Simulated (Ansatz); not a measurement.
# C2H2O3: the cost of one run

The runs use Ansatz 0.2.0, Gaussian basis; the settings change from run to run.

## 1. The relaxed structure

An earlier PBE0-D4 in a triple-zeta def2 set relaxation fixed the geometry.

7 atoms, charge 0, spin multiplicity 1.

Atoms are counted from 1 here; the program's logs count them from 0.

Bond lengths: O1–C2 1.182 Å, C2–O3 1.374 Å, C2–H6 1.099 Å, O3–C4 1.374 Å, C4–O5 1.182 Å, C4–H7 1.099 Å. Angles: O1–C2–O3 126.2°, O1–C2–H6 126.0°, O3–C2–H6 107.7°, C2–O3–C4 122.0°, O3–C4–O5 126.2°, O3–C4–H7 107.7°, O5–C4–H7 126.0°.

## 2. r2SCAN/def2-TZVPD

Set apart from the defaults: multiplicity 3, restricted open-shell orbitals, atoms shaken by 0.03 Å, rVV10 dispersion, the search for lower states set to light.

in.yaml reads:

```yaml
crystal:
  periodic: [false, false, false]
  atoms:
    - {symbol: O, position_ang: [0.018327, 0.412053, 1.783715]}
    - {symbol: C, position_ang: [0.267543, -0.566208, 1.029777]}
    - {symbol: O, position_ang: [0.363132, -0.493844, -0.319681]}
    - {symbol: C, position_ang: [-0.186411, 0.370212, -1.051602]}
    - {symbol: O, position_ang: [-1.060413, 1.244905, -0.811230]}
    - {symbol: H, position_ang: [0.354127, -1.557267, 1.468297]}
    - {symbol: H, position_ang: [0.288364, 0.341519, -2.050034]}
basis:
  gaussian: {orbitals: def2-TZVPD}
magnetization: {spin_polarized: false, initial_magnetization: 2}
hamiltonian: {xc: {name: r2SCAN}, dispersion: rvv10}
scf: {lower_state_search: light}
output: {forces: true}
```

Run with:

```bash
> ansatz run in.yaml --threads 2 --pin off --events-out ev --progress --plain --max-ram 4352MiB
```

What time and memory should one allow on 2 threads of Arm Neoverse V1, shared host?

About 29 s, with a peak of 0.45 GiB.
